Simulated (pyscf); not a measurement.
## Multi-bond step: O=Nb(OH)(OH)–O–SiH₃ + H₂ → O=NbH(OH)–OH + HO–SiH₃

Gas phase, singlet surface, charge 0. Bonds broken: Nb2–O3, H6–H10, Si9–H12. Bonds formed: Nb2–H12, O3–H6, Si9–H10. PySCF, gas phase, ωB97X-D3(BJ)/def2-SVP geometries.

Transition state (Å):

```xyz
13

O     -1.9807    -0.4411     0.9509
Nb    -1.5972     0.2721    -0.5265
O      0.3703     0.7938    -0.5644
O     -3.0147     1.3791    -1.1051
O     -1.5346    -1.1149    -1.8012
H      1.5070     0.9133    -0.4095
H     -3.7723     1.7610    -0.6502
H     -1.6172    -2.0717    -1.7318
Si     0.4826     2.1429     0.5557
H      2.1431     1.6493     0.1812
H      0.6561     3.5149     0.0223
H     -1.1064     2.1086     0.5637
H      0.6930     1.9485     2.0104
```

One imaginary mode, 1539i cm⁻¹; descent along it reached the two sides named, in the forms told below.

| bond | change | reactant side (Å) | saddle | product side |
|---|---|---|---|---|
| Nb2–O3 | breaks | 1.893 | 2.036 | 2.255 |
| H6–H10 | breaks | 0.760 | 1.138 | 2.8 |
| Si9–H12 | breaks | 1.491 | 1.589 | 2.7 |
| Nb2–H12 | forms | 4.1 | 2.191 | 1.803 |
| O3–H6 | forms | 2.9 | 1.153 | 0.972 |
| Si9–H10 | forms | 3.4 | 1.772 | 1.490 |

Electronic energies relative to the separated reactants (kcal/mol):

```tsv
level	barrier	reaction energy	reverse barrier
ωB97X-D3(BJ)/def2-TZVP	52.3	+36.7	15.7
PBE/def2-TZVP	47.7	+33.7	14.1
r²SCAN/def2-TZVP	50.3	+36.7	13.6
B3LYP-D3(BJ)/def2-TZVP	55.3	+36.1	19.2
PBE0-D3(BJ)/def2-TZVP	49.3	+34.2	15.1
M06-2X/def2-TZVP	55.9	+35.6	20.4
ωB97M-D3(BJ)/def2-TZVP	54.0	+33.2	20.9
```

With ωB97M-D3(BJ)/def2-TZVP energies and thermal terms (ideal gas, 1 atm, RRHO with modes under 100 cm⁻¹ raised to 100, one conformer, R ln 2 for chiral ones without a mode under 150 cm⁻¹), in kcal/mol:

```json
[
 {"T (K)": "298", "ΔH‡": "54.5", "ΔG‡": "63.9", "ΔH": "+35.2", "ΔG": "+31.9"},
 {"T (K)": "600", "ΔH‡": "53.5", "ΔG‡": "73.9", "ΔH": "+33.9", "ΔG": "+29.2"},
 {"T (K)": "900", "ΔH‡": "53.3", "ΔG‡": "84.2", "ΔH": "+33.1", "ΔG": "+27.0"},
 {"T (K)": "1200", "ΔH‡": "53.5", "ΔG‡": "94.5", "ΔH": "+32.5", "ΔG": "+25.1"}
]
```

On the product side the descent ends in an adduct with a Nb–O contact, 14.0 kcal/mol under the separated species and 29.6 kcal/mol under the saddle at ωB97X-D3(BJ)/def2-TZVP. What is counted as broken (Nb–O) persists as a longer contact in the product adduct; parting that adduct is a step of its own. At the saddle there is also a short Nb–Si contact that neither side keeps. This is the saddle that the search found; another between the same sides may lie lower. Elements past Kr carry the def2 core potentials, without spin-orbit coupling.
